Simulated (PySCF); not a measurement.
# BH3S (SMILES BS): wB97X-V/STO-6G

What is the vertical singlet–triplet gap of BH3S at wB97X-V/STO-6G? Input form: a Python script.

Program for the calculation: PySCF 2.14.0.

11 further runs of the same task are left out: 11 set aside as unsound or not needed.

### 1 The molecule

BH3S has 5 atoms, charge 0, and is taken as a singlet. SMILES: `BS`. Geometry: relaxed at PBE0-D4/def2-TZVP.

Bond lengths: B1–S2 1.765 Å, B1–H3 1.192 Å, B1–H4 1.190 Å, S2–H5 1.344 Å. Angles: B1–S2–H5 99.2°, S2–B1–H3 115.8°, S2–B1–H4 121.4°, H3–B1–H4 122.7°.

### 2 The energy at wB97X-V/STO-6G

calc.py reads:

```python
from pyscf import gto, dft

mol = gto.Mole()
mol.atom = '''
B     -0.740962    -0.795575     0.166485
S      0.305569     2.337402    -0.291585
H     -2.953453    -1.051444     0.499266
H      0.693718    -2.527698     0.140218
H      2.789425     1.898041    -0.592618
'''
mol.max_memory = 1860
mol.unit = 'bohr'
mol.charge = 0
mol.verbose = 3
mol.basis = 'sto-6g'
mol.build()

ks = dft.RKS(mol)
ks.xc = 'wb97x-v'
ks.conv_tol = 1e-10
ks.nlcgrids.level = 1
ks.grids.level = 5
ks.kernel()
if not ks.converged:
    ks = ks.newton().run(ks.mo_coeff, ks.mo_occ)

energy = ks.e_tot
print('E = %.10f Eh' % energy)
```

Started as:

```bash
$ OMP_NUM_THREADS=1 python calc.py
```

The log of the run:

```text
converged SCF energy = -423.345452161723
E = -423.3454521617 Eh
```

Run time: 15 s. Hardware: 1 thread of Arm Neoverse V2, shared host; peak memory 0.19 GiB.

### 3 The triplet

calc.py reads:

```python
from pyscf import gto, dft

mol = gto.M(
    atom='''
B     -0.392100    -0.421000     0.088100
S      0.161700     1.236900    -0.154300
H     -1.562900    -0.556400     0.264200
H      0.367100    -1.337600     0.074200
H      1.476100     1.004400    -0.313600
''',
    verbose=3,
    spin=2,
    basis='sto-6g',
    max_memory=1860,
)

myscf = dft.UKS(mol, xc='wb97x-v')
myscf.nlcgrids.level = 1
myscf.grids.level = 5
myscf.conv_tol = 1e-10
myscf.kernel()
if not myscf.converged:
    myscf = myscf.newton().run(myscf.mo_coeff, myscf.mo_occ)

energy = myscf.e_tot
print(f'total energy: {energy:.8f} hartree')
```

Started as:

```bash
$ OMP_NUM_THREADS=1 python calc.py
```

The log of the run:

```text
WARN: HOMO 0.0619705404200375 >= LUMO -0.300980265233445

WARN: HOMO -0.0345664327743561 >= LUMO -0.084035346476155

converged SCF energy = -423.126487866072  <S^2> = 2.0042093  2S+1 = 3.0028049
total energy: -423.12648787 hartree
```

It took 17 s on 1 thread of Arm Neoverse V2, shared host; peak memory 0.2 GiB.

### 4 What came out

At wB97X-V/STO-6G:

```
                                        quantity          value
                           singlet: total energy  -423.34545 Eh
                          singlet: dipole moment         1.20 D
                            singlet: HOMO energy       -8.13 eV
                            singlet: LUMO energy        4.77 eV
                          singlet: HOMO–LUMO gap       12.90 eV
                           triplet: total energy  -423.12649 Eh
                          triplet: dipole moment         5.19 D
     triplet: HOMO energy (highest over α and β)       -2.04 eV
      triplet: LUMO energy (lowest over α and β)       -1.74 eV
                                   triplet: ⟨S²⟩          2.004
vertical energy of the triplet above the singlet       5.958 eV
```

**Reading.** At this shape the triplet lies 5.96 eV (137 kcal/mol) above the singlet. In a minimal basis such a difference can be off by several eV, whatever the method. Mulliken charges (triplet) run from -0.28 on B1 to +0.44 on S2.
